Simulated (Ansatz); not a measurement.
**Si2H4F radical: a rigid scan of the bond length Si3–H7**

Aim: the energy along the bond length Si3–H7, from CCSD(T) and from cheaper methods, relative to the minimum. No other atom is relaxed.

Method: single points in def2-TZVPP; program: Ansatz 0.2.0, Gaussian basis.

Levels: PBE-D4, r2SCAN-D4, PBE0-D4, B3LYP-D4, wB97M-V, Hartree-Fock, MP2, CCSD, CCSD(T). The scan takes 1.307, 1.359, 1.434, 1.523, 1.621, 1.726, 1.838, 1.956, 2.079 Å.

Correlated methods freeze the cores. Orbitals are unrestricted. B3LYP uses VWN-RPA correlation.

28 further runs of the same task are left out: 28 set aside as unsound or not needed.

## (1) Where the work starts

The minimum, relaxed at PBE0-D4: 7 atoms, charge 0, spin multiplicity 2.

Atoms are counted from 1 here; the program's logs count them from 0.

Bond lengths: F1–Si2 1.610 Å, Si2–Si3 2.341 Å, Si2–H4 1.493 Å, Si3–H5 1.487 Å, Si3–H6 1.489 Å, Si3–H7 1.485 Å. Angles: F1–Si2–Si3 111.0°, F1–Si2–H4 106.8°, Si3–Si2–H4 114.0°, Si2–Si3–H5 106.5°, Si2–Si3–H6 113.1°, Si2–Si3–H7 109.4°, H5–Si3–H6 109.3°, H5–Si3–H7 109.4°, H6–Si3–H7 109.1°.

As a file:

```xyz
7
charge 0, multiplicity 2
F    -0.43599   -2.00447    1.27692
Si   -0.28448   -1.36162   -0.19174
Si    0.46568    0.85196   -0.06502
H    -1.60611   -1.51644   -0.86905
H     0.54126    1.35242   -1.46371
H    -0.44012    1.73083    0.72501
H     1.82106    0.87922    0.54189
```

Energies of the minimum (eV), from earlier single points: PBE-D4 -18528.21691, r2SCAN-D4 -18536.48602, PBE0-D4 -18529.80661, B3LYP-D4 -18540.52573, wB97M-V -18536.76286, CCSD(T) -18510.48321.

At the minimum the bond length Si3–H7 is 1.485 Å.

## (2) Si3–H7 = 1.307 Å

The input, ccsdt-tzvpp/in.yaml:

```yaml
crystal:
  periodic: [false, false, false]
  atoms:
    - {symbol: F, position_ang: [-0.435991, -2.004466, 1.276922]}
    - {symbol: Si, position_ang: [-0.284485, -1.361622, -0.191744]}
    - {symbol: Si, position_ang: [0.465682, 0.851964, -0.065023]}
    - {symbol: H, position_ang: [-1.606106, -1.516438, -0.869047]}
    - {symbol: H, position_ang: [0.541260, 1.352417, -1.463707]}
    - {symbol: H, position_ang: [-0.440119, 1.730828, 0.725008]}
    - {symbol: H, position_ang: [1.658350, 0.875946, 0.469034]}
basis:
  gaussian: {orbitals: def2-TZVPP}
magnetization: {spin_polarized: true, initial_magnetization: 1}
correlation: {method: ccsd_t}
scf: {omitted_lower_state_checks: [cluster_reference]}
```

The command line of these runs was not kept.

Further steps of the session: Si3–H7 = 1.359 Å; Si3–H7 = 1.434 Å; Si3–H7 = 1.523 Å; Si3–H7 = 1.621 Å; Si3–H7 = 1.726 Å; Si3–H7 = 1.838 Å; Si3–H7 = 1.956 Å; Si3–H7 = 2.079 Å.

**Question.** What will these runs give? Wanted: highest point, CCSD(T); lowest point, CCSD(T); minimum along the scan, CCSD(T); RMS deviation from CCSD(T); largest T1 diagnostic.

**Answer**, as computed:

```
                       quantity                                                                                                                      value
         highest point, CCSD(T)                                                                                                        1.487 eV at 2.079 Å
          lowest point, CCSD(T)                                                                                                        0.000 eV at 1.485 Å
minimum along the scan, CCSD(T)                                                                                                                    1.480 Å
                curvature there                                                                                                                 18.3 eV/Å²
     RMS deviation from CCSD(T)  PBE-D4 0.084, r2SCAN-D4 0.019, PBE0-D4 0.020, B3LYP-D4 0.027, wB97M-V 0.032, Hartree-Fock 0.080, MP2 0.058, CCSD 0.013 eV
          largest T1 diagnostic                                                                                                                      0.019
```

What this shows: A polynomial through the near points puts the CCSD(T) minimum 0.005 Å below the PBE0-D4 value. The well is lopsided: squeezing costs more than stretching by the same length. Curvature against CCSD(T): PBE-D4 -7 %, Hartree-Fock +6 %. CCSD follows the CCSD(T) curve best and PBE-D4 worst.
